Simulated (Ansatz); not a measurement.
C4H8, SMILES `C/C=C/C` (charge 0, multiplicity 1).

Z-matrix (Å, degrees):
```
C
C 1 1.3273
H 1 1.0898 2 118.44
H 2 1.0898 1 118.44 3 180.00
C 2 1.4900 4 116.44 1 180.00
H 5 1.0919 2 111.35 4 180.00
H 5 1.0948 6 108.11 2 -122.49
H 5 1.0948 6 108.11 7 -115.02
C 1 1.4900 3 116.44 2 180.00
H 9 1.0919 1 111.35 3 180.00
H 9 1.0948 10 108.11 1 122.49
H 9 1.0948 10 108.11 11 115.02
```
Charge 0, spin multiplicity 1.

Frozen-core energies in 6-31g from Ansatz (an electronic-structure program) at a geometry from PBE0-D3(BJ)/def2-TZVP; the HF reference has <S^2> = 0.00 and the T1 diagnostic is 0.007.

```
level  energy (Ha)
-----  -----------
HF      -156.05052
MP2     -156.41105
CCSD    -156.46046
```

Problem. Estimate the energies of CCSD(T), CCSDT and CCSDT(Q), and give each level's difference from CCSDT(Q).

Solution. 
```tsv
level	energy (Ha)	difference from CCSDT(Q) (mHa)
MP2	-156.41105	61.08
CCSD	-156.46046	11.67
CCSD(T)	-156.47079	1.35
CCSDT	-156.47144	0.69
CCSDT(Q)	-156.47213	0.00
```
